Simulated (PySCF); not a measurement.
C3H9OP: core ionisation energies

Species: C3H9OP.
Z-matrix (Å and degrees, PBE0-D3(BJ)/def2-TZVP geometry), rows numbered from 1:
```
C 
P   1  1.8075
C   2  1.8074  1  104.74
C   2  1.8070  1  104.73  3  -110.01
O   2  1.4796  1  113.80  3   125.02
H   1  1.0916  2  112.09  3    55.85
H   1  1.0913  2  108.72  3   176.96
H   1  1.0915  2  108.83  3   -65.26
H   3  1.0913  2  108.97  1  -174.32
H   3  1.0917  2  111.94  1   -53.20
H   3  1.0913  2  108.69  1    67.76
H   4  1.0917  2  112.04  1    56.23
H   4  1.0915  2  108.84  1   -64.91
H   4  1.0914  2  108.81  1   177.30
```

The calculation used delta-SCF UKS SCAN, pcX-3 on the ionised atom, pcseg-2 elsewhere, spin-free X2C in PySCF. Vertical ΔSCF values, vacuum level as zero.

Question: Give the core binding energies atom by atom.

Answer: 
| atom(s) | environment | level | binding energy (eV) | 2p1/2 (eV) | count |
| --- | --- | --- | --- | --- | --- |
| C1/C3/C4 | sp3 carbon bound to phosphorus | C 1s | 290.67 | – | 3 |
| P2 | phosphoryl phosphorus | P 2p3/2 | 137.49 | 138.39 | 1 |
| P2 | phosphoryl phosphorus | P 1s | 2151.57 | – | 1 |
| O5 | phosphoryl oxygen | O 1s | 535.76 | – | 1 |

Question: Which effective nuclear charge Zeff reproduces each element's mean 1s value in the hydrogen-like formula E = 13.606 eV × Zeff²?

Answer: C (Z = 6): mean 290.7 eV, Zeff = 4.62, Z − Zeff = 1.38; O (Z = 8): mean 535.8 eV, Zeff = 6.28, Z − Zeff = 1.72; P (Z = 15): mean 2151.6 eV, Zeff = 12.58, Z − Zeff = 2.42. Means run over the listed sites, weighted by atom count.

Question: Which photon wavelength matches the O 1s of O5 threshold?

Answer: λ = hc/E = 12398.42 eV Å / 535.76 eV = 23.142 Å.

Atoms equivalent by their bonding share one computed value, that of the first of them. For 2p shells one spin-free hole was relaxed; a mean-field spin–orbit operator and the ground-state splitting of the three 2p orbitals were then diagonalised within the shell. The shell's mean is (2 × 2p3/2 + 2p1/2)/3, and the degeneracies 2j + 1 give areas of 2:1. 2p1/2 minus 2p3/2 (ligand field included): P 0.89 eV. Geometry: PBE0-D3(BJ)/def2-TZVP; no solvent, vibrations or thermal averaging.
